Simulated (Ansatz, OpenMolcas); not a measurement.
## Cl2 (chlorine): from total energies to a heat of formation

The species is Cl2 (2 atoms), meant as a singlet with charge 0. SMILES: `ClCl`. The coordinates come from a PBE0-D4/def2-TZVP relaxation.

```xyz
2

Cl    0.8457   -0.2816    0.4336
Cl   -0.8457    0.2816   -0.4336
```

Total energies at M06-2X/aug-cc-pVTZ (OpenMolcas 26.06); the atoms run unrestricted:

```tsv
species	state	energy (Eh)
Cl2	singlet	-920.375704
Cl	doublet	-460.141233
```

Harmonic wavenumbers at PBE0-D4/def2-TZVP, in cm⁻¹: 575.

Measured heats of formation of the gaseous atoms at 298.15 K, in kJ/mol: Cl 121.3. Spin-orbit lowering of the atoms at 298 K (mean of the ground term's levels less their thermal mean, from spectra), in kJ/mol: Cl 3.44. Take 1 Eh = 2625.50 kJ/mol, 1 cm⁻¹ = 0.0119627 kJ/mol, RT = 2.479 kJ/mol.

Problem. Work out the heat of formation of the gas at 298 K.

Solution. 
1. Electronic atomisation energy: 2 × (-460.141233) − (-920.375704) = 0.093238 Eh = 244.8 kJ/mol.
2. Zero-point energy: half the sum of the wavenumbers, 287.5 cm⁻¹ = 3.4 kJ/mol.
3. Thermal vibrational enthalpy, Σ hcν̃/(exp(hcν̃/kT) − 1): 0.5 kJ/mol. Translation, rotation and pV of a linear molecule: 3.5 RT = 8.7 kJ/mol.
4. The 2 free atoms carry 5/2 RT each: 12.4 kJ/mol.
5. Spin-orbit coupling lowers the free atoms by 2 × 3.44 = 6.9 kJ/mol.
6. Atomisation enthalpy at 298 K: 244.8 − 6.9 − 3.4 − 0.5 − 8.7 + 12.4 = 237.7 kJ/mol.
7. Sum of the atoms' heats of formation: 242.6 kJ/mol. Heat of formation: 242.6 − 237.7 = +4.9 kJ/mol.

The tabulated value is 0.0 kJ/mol (Active Thermochemical Tables), so this level is off by +4.9 kJ/mol, or 2.0 % of the atomisation enthalpy. Anharmonicity and any spin-orbit splitting of the molecule are left out.
